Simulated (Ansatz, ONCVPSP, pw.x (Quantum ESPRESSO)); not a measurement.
## Equation-of-state test of one ONCV potential (W)

```
Element                 : W
Generator               : ONCVPSP 4.0.1.1 (patched build)
Type                    : optimised norm-conserving Vanderbilt (ONCV)
Functional              : PBE
Relativity              : scalar-relativistic
Frozen core             : [Xe] 4f14
Valence charge          : 6
Reference configuration : 5d4 6s2
Partial waves           : 6s: rc 2.85 bohr, ncon 4, nbas 7, qcut 1.9 1/bohr, 3 projectors, debl 3.2 Ha; p scattering state at 0.09 Ha: rc 2.55 bohr, ncon 3, nbas 7, qcut 2.8 1/bohr, 2 projectors, debl 2.6 Ha; 5d: rc 1.65 bohr, ncon 3, nbas 7, qcut 5.9 1/bohr, 2 projectors, debl 2.8 Ha
Local potential         : polynomial inside 1.45 bohr (lpopt 5, dvloc0 0 Ha)
Core correction         : Teter function, fcfact 5.75, rcfact 1.2
```

In the p channel the program set the typed energies aside and used 0.050, 2.650 Ha.

Atomic tests: cutoffs needed: 14 Ha and 17 Ha (the cutoffs (Ha) at which the residual kinetic energy of the hardest occupied pseudo-wave falls to 1 and 0.1 mHa per electron); ghost test: no bound ghost flagged; GHOST(+) flagged for p at 18.9 eV, s at 39.4 eV; configuration tests: 1 of 4 tests not solved or not reliable.

Crystal test: bcc W in pw.x 7.5, no spin, 14³ k-points, Fermi–Dirac smearing 0.01 Ry, cutoffs 50/200 Ry. The reference is all-electron LAPW (Ansatz 0.2.0) with the same functional, mesh and smearing; V0 and B0 come from Birch–Murnaghan fits to the pressures at five volumes. Errors are pseudo minus all-electron; Δ is the rms difference of the E(V) curves that follow from these fits, minima aligned, over ±6 % about the mean V0. Mesh and smearing are coarse, so the numbers serve the comparison and aren't converged zero-temperature values; the lattice is a test structure that the element need not adopt.

All-electron: a0 = 3.184 Å (V0 = 16.15 Å³/atom), B0 = 300.6 GPa.

**Question.** How far does the potential miss the all-electron equation of state?

**Answer.** mean pressure error (GPa): -10.11; a0 (Å): 3.147; a0 error (%): -1.18; B0 error (%): -0.0; Δ (meV/atom): 37.3. The largest radius (2.85 bohr) exceeds half the bond length (2.60 bohr), so the spheres overlap, which is one possible source of error among others. This is a poor potential for the solid. The generator flags a localised state at positive energy (p at 19 eV, s at 39 eV). Atomic configuration tests: 1 of 4 tests not solved or not reliable.

```tsv
V (Å³/atom)	P all-electron (GPa)	P pseudo (GPa)
15.323	17.51	5.21
15.727	8.35	-2.72
16.130	0.30	-9.68
16.533	-6.79	-15.81
16.936	-13.02	-21.19
```

**Question.** At the middle volume, how do free energy and pressure move when the wave cutoff is lowered (ecutrho kept at four times it)?

**Answer.**

| cutoff (Ry) | shift of F (meV/atom) | shift of P (GPa) |
| --- | --- | --- |
| 22 | +703.0 | -28.18 |
| 30 | +50.9 | -3.34 |
| 40 | +1.6 | +0.03 |

The run at the middle volume (104 k-points, 9 iterations) took about 9.2 s on one core of a shared host (Neoverse-V2, 192 threads, 742 GiB, load 31).
